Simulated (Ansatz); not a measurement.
Relaxation of H₆N₂Si (9 atoms, charge 0, multiplicity 1), to a largest force component of 0.02 eV/Å in at most 50 steps.

Computed with UKS BHLYP-D4/6-31G* in Ansatz.

```xyz
9
Properties=species:S:1:pos:R:3:forces:R:3
N -0.763 -0.094 -0.859 -3.08 1.00 -4.21
Si 0.458 0.527 0.065 1.63 8.56 -2.32
N 0.260 -0.575 1.303 0.18 -2.25 3.58
H -0.407 -0.826 -1.424 -0.14 -1.03 -0.87
H -1.063 0.658 -1.566 0.24 -1.85 1.68
H 0.893 0.031 1.862 0.30 -1.92 0.77
H 1.740 0.317 -0.669 0.43 -1.27 0.26
H 0.375 -1.494 0.917 0.69 -1.26 1.18
H -0.658 -0.467 1.696 -0.26 0.03 -0.06
```

Problem. Where does it end, and by what steps?

Solution. The run converged. The force dipped under the threshold on the way, but the program's further checks kept it going. After 20 steps the energy has fallen by 2.778 eV; H6 moved furthest, 0.61 Å. The start is strongly strained (largest force component 9 eV/Å).

```json
{"step": "0", "energy less start (eV)": "0.0000", "largest force component (eV/Å)": "8.560", "accepted": "yes"}
{"step": "1", "energy less start (eV)": "-1.7549", "largest force component (eV/Å)": "3.675", "accepted": "yes"}
{"step": "2", "energy less start (eV)": "-2.5403", "largest force component (eV/Å)": "1.591", "accepted": "yes"}
{"step": "3", "energy less start (eV)": "-2.6984", "largest force component (eV/Å)": "0.688", "accepted": "yes"}
{"step": "4", "energy less start (eV)": "-2.7507", "largest force component (eV/Å)": "0.470", "accepted": "yes"}
{"step": "5", "energy less start (eV)": "-2.7068", "largest force component (eV/Å)": "0.704", "accepted": "no"}
{"step": "6", "energy less start (eV)": "-2.7688", "largest force component (eV/Å)": "0.382", "accepted": "yes"}
{"step": "7", "energy less start (eV)": "-2.7656", "largest force component (eV/Å)": "0.467", "accepted": "no"}
{"step": "8", "energy less start (eV)": "-2.7734", "largest force component (eV/Å)": "0.056", "accepted": "yes"}
{"step": "9", "energy less start (eV)": "-2.7743", "largest force component (eV/Å)": "0.037", "accepted": "yes"}
{"step": "10", "energy less start (eV)": "-2.7751", "largest force component (eV/Å)": "0.021", "accepted": "yes"}
{"step": "11", "energy less start (eV)": "-2.7754", "largest force component (eV/Å)": "0.133", "accepted": "yes"}
{"step": "12", "energy less start (eV)": "-2.7759", "largest force component (eV/Å)": "0.062", "accepted": "yes"}
{"step": "13", "energy less start (eV)": "-2.7765", "largest force component (eV/Å)": "0.039", "accepted": "yes"}
{"step": "14", "energy less start (eV)": "-2.7768", "largest force component (eV/Å)": "0.043", "accepted": "yes"}
{"step": "15", "energy less start (eV)": "-2.7771", "largest force component (eV/Å)": "0.082", "accepted": "yes"}
{"step": "16", "energy less start (eV)": "-2.7773", "largest force component (eV/Å)": "0.051", "accepted": "yes"}
{"step": "17", "energy less start (eV)": "-2.7775", "largest force component (eV/Å)": "0.013", "accepted": "yes"}
{"step": "18", "energy less start (eV)": "-2.7777", "largest force component (eV/Å)": "0.013", "accepted": "yes"}
{"step": "19", "energy less start (eV)": "-2.7777", "largest force component (eV/Å)": "0.033", "accepted": "no"}
{"step": "20", "energy less start (eV)": "-2.7777", "largest force component (eV/Å)": "0.011", "accepted": "yes"}
```

```xyz
9
Properties=species:S:1:pos:R:3
N -0.601 -0.046 -1.210
Si 0.402 0.927 -0.146
N 0.280 -0.482 1.448
H -0.239 -0.728 -1.852
H -1.467 0.333 -1.542
H 1.115 -0.512 2.018
H 1.723 0.248 -0.477
H 0.124 -1.394 1.040
H -0.505 -0.268 2.046
```

The run took 61 s on 1 thread of Arm Neoverse V2, on a shared host, peak memory 0.15 GiB.
